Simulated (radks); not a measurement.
# P³⁺ in [Ne] 3s2: an all-electron calculation

The task here is to estimate one member of a computed series from the others.

Method: non-relativistic Kohn-Sham, SOGGA, spin-polarised, spherical densities, point nucleus. Code: radks (a radial shooting solver on a logarithmic mesh, Libxc functionals) version 1.

## Starting point

| Property | Result |
| --- | --- |
| element | phosphorus (Z = 15) |
| charge | +3 |
| electrons | 12 |
| configuration | [Ne] 3s2 |

Outer shells as boxes (Hund's rule):

P³⁺
```
[Ne] core
3s [↑↓]
```

The first run:

Input:

```text
Z 15
configuration [Ne] 3s2 3p0 4s0 3d0 4f0
relativity non-relativistic
functional sogga,pbe
spin polarised
nucleus point
```

One table of the session follows, with a row left open; its other results are not shown here.

It belongs to the step «Orbitals and density». Sizes of the orbitals, from the radial functions (bohr):

| level | <r> | outermost maximum (interpolated) | 90 % within | nodes |
| --- | --- | --- | --- | --- |
| 1s | ? | ? | ? | ? |
| 2s | 0.5209 | 0.421 | 0.818 | 1 |
| 2p | 0.4838 | 0.354 | 0.808 | 0 |
| 3s | 1.676 | 1.48 | 2.48 | 2 |
| 3p | 1.842 | 1.61 | 2.77 | 1 |
| 3d | 2.217 | 1.84 | 3.45 | 0 |

Q: Estimate the row for 1s from the others.

As computed: <r>: 0.1041; outermost maximum (interpolated): 0.0681; 90 % within: 0.186; nodes: 0. In the column «<r>» it is the lowest.
